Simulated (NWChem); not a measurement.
# acetylene (C2H2) in NWChem

SMILES: C#C
```xyz
4

C      0.0000     0.0000    -0.6043
C      0.0000     0.0000     0.6043
H      0.0000     0.0000    -1.6792
H      0.0000     0.0000     1.6792
```
Charge 0, spin multiplicity 1.

The numbers come from NWChem runs, not from measurements. The geometry was optimised at PBE0/def2-SVP, a minimum by its harmonic frequencies.

Symmetry labels belong to the abelian group D2h used in the runs, with the axes of the coordinates shown; states degenerate in a higher group split over its labels.

Problem. List the lowest 3 singlet excitations that TD-PBE/aug-cc-pVDZ gives, with oscillator strengths.

Solution. 
```json
[
 {"state": "1", "symmetry": "au", "energy (eV)": "6.73", "wavelength (nm)": "184", "f": "0.000"},
 {"state": "2", "symmetry": "au", "energy (eV)": "6.90", "wavelength (nm)": "180", "f": "0.000"},
 {"state": "3", "symmetry": "b1u", "energy (eV)": "6.90", "wavelength (nm)": "180", "f": "0.000"}
]
```
